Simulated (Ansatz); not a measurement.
Mulliken charges of C2H2FNO (`N=C=C(O)F`) from PBE/def2-TZVPP in Ansatz (PBE0-D4/def2-TZVP geometry).

```json
{"atom": "N1", "x (Å)": "-0.718", "y (Å)": "0.448", "z (Å)": "1.721", "charge (e)": "-0.156"}
{"atom": "C2", "x (Å)": "-0.269", "y (Å)": "0.286", "z (Å)": "0.593", "charge (e)": "-0.078"}
{"atom": "C3", "x (Å)": "0.339", "y (Å)": "0.062", "z (Å)": "-0.543", "charge (e)": "0.216"}
{"atom": "O4", "x (Å)": "0.297", "y (Å)": "-1.104", "z (Å)": "-1.207", "charge (e)": "-0.244"}
{"atom": "F5", "x (Å)": "0.960", "y (Å)": "1.063", "z (Å)": "-1.190", "charge (e)": "-0.149"}
{"atom": "H6", "x (Å)": "-1.706", "y (Å)": "0.713", "z (Å)": "1.743", "charge (e)": "0.192"}
{"atom": "H7", "x (Å)": "1.158", "y (Å)": "-1.537", "z (Å)": "-1.163", "charge (e)": "0.219"}
```

By hand: the dipole of these point charges (1 e Å = 4.8032 D).

Σ q r = (-0.083, -0.168, 0.120) e Å, of length 0.223 e Å = 1.07 D.

How does the dipole of the full density compare? (An estimate is asked.)

The calculation gave: (-0.037, -0.180, -0.021) e Å, 0.89 D; the point charges give 1.20 times that, at 42° from its direction.

Point charges leave out the atoms' own dipoles, such as those of lone pairs, and Mulliken's split depends on the basis, so the two needn't agree.
